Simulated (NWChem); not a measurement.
# fluoromethane (CH$_{3}$F); SMILES CF

```xyz
5

C      0.0000     0.0000    -0.6187
F      0.0000     0.0000     0.7447
H      0.7326     0.7326    -0.9966
H      0.2681    -1.0007    -0.9966
H     -1.0007     0.2681    -0.9966
```
Atoms are numbered in this order, from 1.

Computed with NWChem. Coordinates come from a PBE0/def2-SVP optimisation.

Task: Predict the results for B3LYP/def2-SVPD. Quantities: highest occupied level (eV); orbital gap (eV); dipole (D).

Result: 
```
Property                     Result
---------------------------  ------
highest occupied level (eV)   -9.65
orbital gap (eV)              10.18
dipole (D)                     1.79
```
